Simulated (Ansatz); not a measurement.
```yaml
crystal:
  periodic: [false, false, false]
  atoms:
    - {symbol: Al, position_ang: [0.000000, 0.000000, -2.355775]}
    - {symbol: Al, position_ang: [0.000000, 0.000000, 0.246599]}
    - {symbol: C, position_ang: [0.000000, 0.000000, 2.109176]}
basis:
  gaussian: {orbitals: def2-TZVP}
magnetization: {spin_polarized: true, initial_magnetization: 2}
hamiltonian: {xc: pbe0}
relax: {f_tol: 0.004, max_steps: 80}
```

```sh
$ ansatz run in.yaml --threads 1 --pin off --events-out ev --progress --plain --max-ram 2176MiB
```

Steps of the relaxation (energy above the last step; positions in Å, forces in eV/Å):

```
3
step 1, 22.8 meV
Al    0.000    0.000   -2.356    0.000    0.000   -0.394
Al    0.000    0.000    0.247    0.000    0.000   -0.111
C     0.000    0.000    2.109    0.000    0.000    0.505
```

```
3
step 2, 3.4 meV
Al    0.000    0.000   -2.399    0.000    0.000   -0.099
Al    0.000    0.000    0.261    0.000    0.000   -0.165
C     0.000    0.000    2.138    0.000    0.000    0.264
```

```
3
step 3, 0.1 meV
Al    0.000    0.000   -2.417    0.000    0.000   -0.007
Al    0.000    0.000    0.262    0.000    0.000   -0.031
C     0.000    0.000    2.155    0.000    0.000    0.038
```

```
3
step 4, 0.0 meV
Al    0.000    0.000   -2.419    0.000    0.000    0.001
Al    0.000    0.000    0.262    0.000    0.000    0.001
C     0.000    0.000    2.157    0.000    0.000   -0.002
```

Close pairs at the end: Al2–C3 1.895 Å, Al1–Al2 2.681 Å.

A stationary point of unrestricted PBE0 after 4 steps, with ⟨S²⟩ = 2.722 against 2.00 for a pure state; no frequencies were run, so it isn't proven a minimum. 68 s on 1 thread of Arm Neoverse V1, shared host.
